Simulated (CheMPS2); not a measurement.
# BClO (boron chloride oxide): DMRG/STO-6G, part 2 of 2

CheMPS2 1.8.12. Earlier steps stand in the parts before.

### 3 The triplet: a single-point energy at DMRG/STO-6G

File prepare.py:

```python
from pyscf import ao2mo, cc, dft, gto, mcscf, mp, scf
from pyscf.tools import fcidump

mol = gto.M(atom="""
O      1.92668917     1.14555198     1.18483938
B      0.21369023     0.12589355     0.13127927
Cl    -2.14037940    -1.27142663    -1.31611866
""", basis="sto-6g", unit="bohr", spin=2, verbose=4)
print("basis functions                = %d" % (mol.nao))
mf = scf.ROHF(mol)
mf.conv_tol = 1e-10
mf.max_cycle = 200
mf.kernel()
if not mf.converged:
    mf = mf.newton().run(mf.mo_coeff, mf.mo_occ)
print("reference energy               = %.10f" % (mf.e_tot))
ref = scf.UHF(mol).run(mf.make_rdm1(), conv_tol=1e-10)
pt = mp.MP2(ref, frozen=7).run()
mycc = cc.CCSD(ref, frozen=7)
mycc.max_cycle = 150
mycc.kernel()
print("E(MP2)                         = %.10f" % (pt.e_tot))
if mycc.converged:
    print("CCSD total energy              = %.10f" % (mycc.e_tot))
    print(f"CCSD(T) total energy           = {mycc.e_tot + mycc.ccsd_t():.10f}")
ks = dft.UKS(mol, xc="lda,vwn5").set(conv_tol=1e-9, verbose=3).run(mf.make_rdm1())
if ks.converged:
    print("E(SVWN5)                       = %.8f" % (ks.e_tot))
ks = dft.UKS(mol, xc="revpbe").set(conv_tol=1e-9, verbose=3).run(mf.make_rdm1())
if ks.converged:
    print(f"E(revPBE)                      = {ks.e_tot:.8f}")
ks = dft.UKS(mol, xc="blyp").set(conv_tol=1e-9, verbose=3).run(mf.make_rdm1())
if ks.converged:
    print("E(BLYP)                        = %.8f" % (ks.e_tot))
ks = dft.UKS(mol, xc="wb97x").set(conv_tol=1e-9, verbose=3).run(mf.make_rdm1())
if ks.converged:
    print("E(wB97X)                       = %.8f" % (ks.e_tot))
occ_no, mo = mcscf.addons.make_natural_orbitals(mp.MP2(mf.to_uhf(), frozen=7).run())
mf.mo_coeff = mo
cas = mcscf.CASCI(mf, 12, 16)
h1, ecore = cas.get_h1eff()
fcidump.from_integrals("FCIDUMP", h1, cas.get_h2eff(), 12, 16, nuc=ecore, ms=2)
ci = mcscf.CASCI(mf, 12, (9, 7))
ci.fix_spin_(ss=2)
ci.fcisolver.conv_tol = 1e-10
ci.fcisolver.max_cycle = 200
ci.kernel()
print("exact diagonalisation          = %.10f" % (ci.e_tot))
```

File chemps2.input:

```
FCIDUMP = FCIDUMP
GROUP = 0
MULTIPLICITY = 3
NELECTRONS = 16
IRREP = 0
EXCITATION = 0
SWEEP_STATES = 25, 50, 75, 100, 100
SWEEP_ENERGY_CONV = 1e-04, 1e-04, 1e-04, 1e-04, 1e-06
SWEEP_MAX_SWEEPS = 4, 3, 4, 3, 6
SWEEP_NOISE_PREFAC = 0.5, 0.05, 0.05, 0.005, 0.0
SWEEP_DVDSON_RTOL = 3e-04, 3e-04, 3e-04, 3e-04, 3e-05
NOCC = 0
NACT = 12
NVIR = 0
MOLCAS_FIEDLER = TRUE
PRINT_CORR = TRUE
TMP_FOLDER = .
```

The run is started by

```
$ python prepare.py && chemps2 --file=chemps2.input
```

The log of the run:

```text
$ python prepare.py

[INPUT] verbose = 4
[INPUT] num. atoms = 3
[INPUT] num. electrons = 30
[INPUT] charge = 0
[INPUT] spin (= nelec alpha-beta = 2S) = 2
[INPUT] symmetry False subgroup None
[INPUT] Mole.unit = bohr
[INPUT] Symbol           X                Y                Z      unit          X                Y                Z       unit  Magmom
[INPUT]  1 O      1.019560001290   0.606200001740   0.626989998497 AA    1.926689170000   1.145551980000   1.184839380000 Bohr   0.0
[INPUT]  2 B      0.113079999912   0.066619997662   0.069469997950 AA    0.213690230000   0.125893550000   0.131279270000 Bohr   0.0
[INPUT]  3 Cl    -1.132640001203  -0.672809997953  -0.696460001739 AA   -2.140379400000  -1.271426630000  -1.316118660000 Bohr   0.0

nuclear repulsion = 70.6031021343762
number of shells = 11
number of NR pGTOs = 114
number of NR cGTOs = 19
basis = sto-6g
ecp = {}
CPU time:         0.40
basis functions                = 19

******** <class 'pyscf.scf.rohf.ROHF'> ********
method = ROHF
initial guess = minao
damping factor = 0
level_shift factor = 0
DIIS = <class 'pyscf.scf.diis.CDIIS'>
diis_start_cycle = 1
diis_space = 8
diis_damp = 0
SCF conv_tol = 1e-10
SCF conv_tol_grad = None
SCF max_cycles = 200
direct_scf = True
direct_scf_tol = 1e-13
chkfile to save SCF result = tmp8pvctrh4
max_memory 1800 MB (current use 107 MB)
num. doubly occ = 14  num. singly occ = 2
Set gradient conv threshold to 1e-05
init E= -557.441223858177
[... the frontier-level lines of each cycle are left out ...]
cycle= 1 E= -556.745726583476  delta_E= 0.695  |g|= 0.398  |ddm|= 3.06
cycle= 2 E= -556.777728303436  delta_E= -0.032  |g|= 0.395  |ddm|= 0.971
cycle= 3 E= -556.842619387128  delta_E= -0.0649  |g|= 0.0649  |ddm|= 0.489
cycle= 4 E= -556.860971237442  delta_E= -0.0184  |g|= 0.0585  |ddm|= 0.607
cycle= 5 E= -556.873521265964  delta_E= -0.0126  |g|= 0.0597  |ddm|= 0.432
cycle= 6 E= -556.860241912336  delta_E= 0.0133  |g|= 0.0387  |ddm|= 0.532
cycle= 7 E= -556.854448527227  delta_E= 0.00579  |g|= 0.0251  |ddm|= 0.447
cycle= 8 E= -556.853899134671  delta_E= 0.000549  |g|= 0.0121  |ddm|= 0.218
cycle= 9 E= -556.858281361008  delta_E= -0.00438  |g|= 0.0381  |ddm|= 0.588
cycle= 10 E= -556.854346548531  delta_E= 0.00393  |g|= 0.0166  |ddm|= 0.397
cycle= 11 E= -556.854235480933  delta_E= 0.000111  |g|= 0.00915  |ddm|= 0.0569
cycle= 12 E= -556.854083290266  delta_E= 0.000152  |g|= 0.00234  |ddm|= 0.0879
cycle= 13 E= -556.854071569955  delta_E= 1.17e-05  |g|= 0.000481  |ddm|= 0.032
cycle= 14 E= -556.854072033528  delta_E= -4.64e-07  |g|= 0.000242  |ddm|= 0.00297
cycle= 15 E= -556.854071814366  delta_E= 2.19e-07  |g|= 4.65e-05  |ddm|= 0.00351
cycle= 16 E= -556.854071814241  delta_E= 1.25e-10  |g|= 1.9e-05  |ddm|= 0.000491
cycle= 17 E= -556.854071816227  delta_E= -1.99e-09  |g|= 1.62e-05  |ddm|= 0.000121
cycle= 18 E= -556.854071817788  delta_E= -1.56e-09  |g|= 1.17e-05  |ddm|= 0.000241
cycle= 19 E= -556.854071818945  delta_E= -1.16e-09  |g|= 1.66e-05  |ddm|= 0.000155
cycle= 20 E= -556.85407181805  delta_E= 8.95e-10  |g|= 7.2e-06  |ddm|= 0.000269
cycle= 21 E= -556.854071818192  delta_E= -1.41e-10  |g|= 5.77e-06  |ddm|= 6.75e-05
cycle= 22 E= -556.854071818192  delta_E= 1.14e-13  |g|= 1.99e-06  |ddm|= 5.19e-05
Extra cycle  E= -556.854071818273  delta_E= -8.13e-11  |g|= 4.38e-06  |ddm|= 4.73e-05
converged SCF energy = -556.854071818273
reference energy               = -556.8540718183

******** <class 'pyscf.scf.uhf.UHF'> ********
method = UHF
initial guess = minao
damping factor = 0
level_shift factor = 0
DIIS = <class 'pyscf.scf.diis.CDIIS'>
diis_start_cycle = 1
diis_space = 8
diis_damp = 0
SCF conv_tol = 1e-10
SCF conv_tol_grad = None
SCF max_cycles = 50
direct_scf = True
direct_scf_tol = 1e-13
chkfile to save SCF result = tmpuo3sjtbm
max_memory 1800 MB (current use 113 MB)
number electrons alpha = 16  beta = 14
Set gradient conv threshold to 1e-05
init E= -556.854071818273
cycle= 1 E= -556.855748733976  delta_E= -0.00168  |g|= 0.0167  |ddm|= 0.0696
cycle= 2 E= -556.855987064857  delta_E= -0.000238  |g|= 0.00679  |ddm|= 0.0269
cycle= 3 E= -556.856053002296  delta_E= -6.59e-05  |g|= 0.00143  |ddm|= 0.0203
cycle= 4 E= -556.856060244179  delta_E= -7.24e-06  |g|= 0.000554  |ddm|= 0.00692
cycle= 5 E= -556.856061542915  delta_E= -1.3e-06  |g|= 0.000283  |ddm|= 0.00267
cycle= 6 E= -556.856061971497  delta_E= -4.29e-07  |g|= 6.88e-05  |ddm|= 0.00237
cycle= 7 E= -556.856061989984  delta_E= -1.85e-08  |g|= 2.99e-05  |ddm|= 0.000615
cycle= 8 E= -556.856061995583  delta_E= -5.6e-09  |g|= 3.92e-05  |ddm|= 0.000264
cycle= 9 E= -556.856061987318  delta_E= 8.27e-09  |g|= 1.61e-05  |ddm|= 0.000506
cycle= 10 E= -556.856061986457  delta_E= 8.61e-10  |g|= 5.81e-06  |ddm|= 0.000238
cycle= 11 E= -556.85606198665  delta_E= -1.94e-10  |g|= 6.19e-06  |ddm|= 5.86e-05
cycle= 12 E= -556.856061986485  delta_E= 1.65e-10  |g|= 4.45e-06  |ddm|= 5.13e-05
cycle= 13 E= -556.856061986384  delta_E= 1.01e-10  |g|= 2.12e-06  |ddm|= 6.93e-05
cycle= 14 E= -556.856061986386  delta_E= -2.05e-12  |g|= 1.05e-06  |ddm|= 2.46e-05
Extra cycle  E= -556.856061986389  delta_E= -2.61e-12  |g|= 8.9e-07  |ddm|= 2.56e-06
converged SCF energy = -556.856061986389  <S^2> = 2.0045218  2S+1 = 3.003013

******** <class 'pyscf.mp.ump2.UMP2'> ********
nocc = (np.int64(9), np.int64(7)), nmo = (12, 12)
frozen orbitals 7
max_memory 1800 MB (current use 122 MB)
E(UMP2) = -556.921766060282  E_corr = -0.0657040738932215
E(SCS-UMP2) = -556.9204789245  E_corr = -0.0644169381115991
E_corr(same-spin) = -0.0166476352618462
E_corr(oppo-spin) = -0.0490564386313753

[... 12 lines left out ...]
Init t2, MP2 energy = -0.0657040749844466
[... 151 lines left out ...]
UCCSD not converged
[... 62 lines left out ...]
SCF not converged.
[... 22 lines left out ...]
converged SCF energy = -557.981769091031  <S^2> = 2.0023049  2S+1 = 3.0015362
[... 47 lines left out ...]
converged SCF energy = -557.97087723256  <S^2> = 2.0077864  2S+1 = 3.0051864
[... 30 lines left out ...]
CASCI converged
[... 63 lines left out ...]
***     Maximum discarded weight = 0
[... 25 lines left out ...]
***     Maximum discarded weight = 8.79328886273718e-05
[... 7 lines left out ...]
***     Maximum discarded weight = 0.000609869165392803
[... 6 lines left out ...]
***     Maximum discarded weight = 0.000760797655017293
[... 7 lines left out ...]
***     Maximum discarded weight = 0.00101699976071401
[... 6 lines left out ...]
***     Maximum discarded weight = 0.000488915294124857
[... 7 lines left out ...]
***     Maximum discarded weight = 0.000484029311222761
[... 6 lines left out ...]
***     Maximum discarded weight = 0.000488206734859288
[... 13 lines left out ...]
***     Minimum energy           = -557.074970093131
[... 6 lines left out ...]
***     Minimum energy           = -557.075555163008
[... 7 lines left out ...]
***     Minimum energy           = -557.076408972411
[... 6 lines left out ...]
***     Minimum energy           = -557.076455997693
[... 7 lines left out ...]
***     Minimum energy           = -557.077127803597
[... 6 lines left out ...]
***     Minimum energy           = -557.077543353547
[... 8 lines left out ...]
***     Maximum discarded weight during the last sweep     = 0.000103388281477778
[... 6 lines left out ...]
***     Maximum discarded weight = 3.69637661916224e-05
[... 6 lines left out ...]
***     Maximum discarded weight = 7.43600271607791e-05
[... 7 lines left out ...]
***     Maximum discarded weight = 8.17676343979706e-05
[... 6 lines left out ...]
***     Maximum discarded weight = 8.42535430828263e-05
[... 7 lines left out ...]
***     Maximum discarded weight = 8.61931828458576e-05
[... 6 lines left out ...]
***     Maximum discarded weight = 8.62210621600518e-05
[... 13 lines left out ...]
***     Minimum energy           = -557.079399927394
[... 6 lines left out ...]
***     Minimum energy           = -557.079453263792
[... 7 lines left out ...]
***     Minimum energy           = -557.079509398635
[... 6 lines left out ...]
***     Minimum energy           = -557.079512845774
[... 8 lines left out ...]
***     Maximum discarded weight during the last sweep     = 4.84305319102194e-05
[... 6 lines left out ...]
***     Maximum discarded weight = 4.78136227465348e-05
[... 6 lines left out ...]
***     Maximum discarded weight = 4.7885569565036e-05
[... 7 lines left out ...]
***     Maximum discarded weight = 4.67443319114307e-05
[... 6 lines left out ...]
***     Maximum discarded weight = 4.66450656208292e-05
[... 7 lines left out ...]
***     Maximum discarded weight = 4.6042174919528e-05
[... 6 lines left out ...]
***     Maximum discarded weight = 4.59224594716549e-05
[... 7 lines left out ...]
***     Maximum discarded weight = 4.57570932964933e-05
[... 6 lines left out ...]
***     Maximum discarded weight = 4.57204798544945e-05
[... 7 lines left out ...]
***     Maximum discarded weight = 4.51119766178648e-05
[... 6 lines left out ...]
***     Maximum discarded weight = 4.51125965829793e-05
[... 6 lines left out ...]
***     Minimum energy encountered during the last sweep   = -557.079511044973
***     Maximum discarded weight during the last sweep     = 4.51125965829793e-05
******************************************************************
********************************************
***  2-RDM and Correlations calculation  ***
********************************************
   N(N-1)                     = 240
   Double trace of DMRG 2-RDM = 240
   Econst + 0.5 * trace(2DM-A * Ham) = -557.079373521049
   NOON of irrep A = [ 1.99951205305301 , 1.99799751393668 , 1.99401203555595 , 1.99384289645179 , 1.97914246021746 , 1.96446968141477 , 1.4930136364823 , 1.49184284194588 , 0.513800448681344 , 0.51276297565772 , 0.046836877259109 , 0.0127665793440012 ].
   Single-orbital entropies (Hamiltonian index order is used!) = [ 0.00650835358382927 , 0.017937960145726 , 0.0780853253193843 , 0.111696555708319 , 0.173278304497891 , 0.0676804874297115 , 1.06675968491166 , 0.213670357400776 , 1.07092027617049 , 1.08130571793429 , 1.09010047230386 , 0.0794503587400138 ].
   Idistance(0) = 4.00556103116686
   Idistance(1) = 12.9928578964446
   Idistance(2) = 52.9694582786258
***************************************************
***  Timing information 2-RDM and Correlations  ***
***************************************************
***     Elapsed wall time        = 0.250474 seconds
***************************************************
--------------------------------------------------------
Spin correlation function = 4 * ( < S_i^z S_j^z > - < S_i^z > * < S_j^z > )
Hamiltonian index order is used!

   Columns 1 to 8

    0.000545   -0.000000   -0.000012   -0.000004   -0.000003   -0.000009    0.000003   -0.000320
   -0.000000    0.002080   -0.000029   -0.000077   -0.000033   -0.000014   -0.000323   -0.000488
   -0.000012   -0.000029    0.012281   -0.000415   -0.000339    0.000118    0.000472    0.000537
[... 8 lines of this table left out ...]
   -0.000035    0.000173    0.000024   -0.003249   -0.000899    0.000077    0.000436   -0.002385

   Columns 9 to 12

   -0.000011   -0.000041   -0.000057   -0.000035
   -0.000352   -0.000266   -0.000252    0.000173
   -0.000142    0.000220    0.000053    0.000024
[... 8 lines of this table left out ...]
    0.000391   -0.000886   -0.000895    0.011228

--------------------------------------------------------
Spin-flip correlation function = < S_i^+ S_j^- > + < S_i^- S_j^+ >
Hamiltonian index order is used!

   Columns 1 to 8

    0.000545   -0.000000   -0.000012   -0.000004   -0.000003   -0.000009    0.000003   -0.000320
   -0.000000    0.002080   -0.000029   -0.000077   -0.000033   -0.000014   -0.000323   -0.000488
   -0.000012   -0.000029    0.012281   -0.000415   -0.000339    0.000118    0.000472    0.000537
[... 8 lines of this table left out ...]
   -0.000035    0.000173    0.000024   -0.003249   -0.000899    0.000077    0.000436   -0.002385

   Columns 9 to 12

   -0.000011   -0.000041   -0.000057   -0.000035
   -0.000352   -0.000266   -0.000252    0.000173
   -0.000142    0.000220    0.000053    0.000024
[... 8 lines of this table left out ...]
    0.000391   -0.000886   -0.000895    0.011228

--------------------------------------------------------
Density correlation function = < n_i n_j > - < n_i > * < n_j >
Hamiltonian index order is used!

   Columns 1 to 8

    0.001154    0.000000    0.000026    0.000038    0.000001    0.000035   -0.000026   -0.000991
    0.000000    0.002722    0.000070    0.000120    0.000159    0.000045   -0.000122   -0.001091
    0.000026    0.000070    0.013614    0.002551    0.000671    0.000977   -0.004545   -0.004179
[... 8 lines of this table left out ...]
   -0.000184   -0.001169   -0.000426   -0.009464   -0.007300   -0.000732   -0.001570    0.002524

   Columns 9 to 12

   -0.000034   -0.000009   -0.000011   -0.000184
   -0.000126   -0.000321   -0.000286   -0.001169
   -0.002841   -0.007754    0.001835   -0.000426
[... 8 lines of this table left out ...]
   -0.001197    0.001620    0.001559    0.016339

--------------------------------------------------------
Singlet diradical correlation function = < d_i,up d_j,down > + < d_i,down d_j,up > - < d_i,up > * < d_j,down > - < d_i,down > * < d_j,up >
Hamiltonian index order is used!

   Columns 1 to 8

   -0.000000    0.000000    0.000020    0.000024    0.000006    0.000020   -0.000016    0.000389
    0.000000   -0.000002    0.000049    0.000098    0.000095    0.000028    0.000094    0.000690
    0.000020    0.000049   -0.000075    0.001440    0.000513    0.000404   -0.002382    0.001145
[... 8 lines of this table left out ...]
    0.000055    0.000384    0.000164    0.004836    0.002857    0.000275    0.000306    0.002426

   Columns 9 to 12

   -0.000010    0.000013    0.000022    0.000055
    0.000110    0.000094    0.000073    0.000384
   -0.001392    0.002047   -0.001319    0.000164
[... 8 lines of this table left out ...]
    0.000235    0.000994    0.000989   -0.000063

--------------------------------------------------------
Two-orbital mutual information = 0.5 * ( s1(i) + s1(j) - s2(i,j) ) * ( 1 - delta(i,j) )
Hamiltonian index order is used!

   Columns 1 to 8

    0           0.000006    0.000096    0.000277    0.000151    0.000098    0.000006    0.003073
    0.000006    0           0.000054    0.000209    0.000239    0.000047    0.000228    0.001201
    0.000096    0.000054    0           0.002786    0.000492    0.000794    0.017076    0.003484
[... 8 lines of this table left out ...]
    0.000171    0.001834    0.000205    0.016018    0.008579    0.000472    0.000428    0.003603

   Columns 9 to 12

    0.000007    0.000016    0.000019    0.000171
    0.000228    0.000429    0.000414    0.001834
    0.000759    0.007067    0.000666    0.000205
[... 8 lines of this table left out ...]
    0.000336    0.000416    0.000383    0

--------------------------------------------------------
```

It took 44 s on 1 thread of Arm Neoverse V2, shared host; peak memory 0.17 GiB.

### 4 Outcome

The summary covers parts 1 to 2.

At DMRG/STO-6G, 7 core orbitals frozen:

| quantity | value |
| --- | --- |
| run 1, DMRG/STO-6G: total energy | -557.37119 Eh |
| run 1, DMRG/STO-6G: T1 diagnostic of the CCSD step | 0.018 |
| triplet: total energy | -557.07951 Eh |
| vertical energy of the triplet above the singlet | 7.937 eV |

At this shape the triplet lies 7.94 eV (183 kcal/mol) above the singlet. In a minimal basis such a difference can be off by several eV, whatever the method.
